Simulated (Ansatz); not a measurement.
`C=C=C(O)F` → `OCC#CF`  (isomerisation)

Computed with Ansatz on PBE0-D4/def2-TZVP structures; ΔE is electronic, products minus reactants. CBS: MP2 limit from def2 TZ/QZ plus the TZ coupled-cluster correction, frozen cores. Functionals use def2-TZVPP. Each species was taken in one conformer, which may not be the lowest.

`C=C=C(O)F`:

```xyz
8

C    -0.847    0.392    1.260
C    -0.109    0.264    0.196
C     0.626    0.109   -0.869
O     0.949   -1.030   -1.502
F     1.186    1.128   -1.503
H    -0.419    0.370    2.260
H    -1.924    0.534    1.197
H     0.538   -1.766   -1.037
```

`OCC#CF`:

Cartesian coordinates in Å:
```
O 0.793 -1.515 0.274
C 0.576 -0.167 0.627
C -0.273 0.554 -0.318
C -0.991 1.117 -1.091
F -1.748 1.721 -1.916
H -0.063 -1.928 0.131
H 0.143 -0.082 1.632
H 1.564 0.299 0.661
```

CCSD(T)/CBS gives +79.6 kJ/mol.

Question: Another level gave +86.3 kJ/mol. Which?
A. RPA@PBE/def2-TZVPP
B. SCS-MP2/def2-TZVPP
C. PBE/def2-TZVPP
D. BHLYP/def2-TZVPP

Answer: D. BHLYP 86.3, PBE 96.8, SCS-MP2/def2-TZVPP 69.0, RPA@PBE/def2-TZVPP 79.3 kJ/mol.

Largest T1 diagnostic among the species: 0.013.

From PBE to PBE0 (25 % exact exchange), in def2-TZVPP and without D4, ΔE moves by −5.5 kJ/mol. Leaving LDA and LC-ωPBE aside and taking each functional with its dispersion term where it has one, the values, not all of them listed here, spread over 21.5 kJ/mol, from PBE-QIDH to r2SCAN-D4. LDA lies +5.7 kJ/mol from PBE without D4.
